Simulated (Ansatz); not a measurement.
Gas-phase reaction in SMILES: CCO [ethanol] + H+ -> CC[OH2+]
Structures are relaxed separately at B3LYP-D3(BJ)/def2-TZVP in Ansatz (a quantum-chemistry and plane-wave program), one conformer each, not searched for the lowest.

Property: proton affinity (electronic energy difference), positive where the reaction releases energy, in eV. Correlated levels leave the core frozen unless marked. No spin-orbit coupling. Non-relativistic. CBS marks a two-point X^-3 extrapolation of the correlation energy; Hartree-Fock from the larger set. [CCSD(T)-MP2]/basis is that difference in the basis named.

```json
[
 {"level": "HF/6-31G", "program": "Ansatz", "proton affinity (eV)": "8.68"}
]
```

Problem. Predict the RI-MP2/CBS(cc-pVTZ,cc-pVQZ)+[CCSD(T)-MP2]/cc-pVTZ result (Ansatz).

Solution. 8.34 eV, so HF/6-31G differs from it by 0.34 eV.
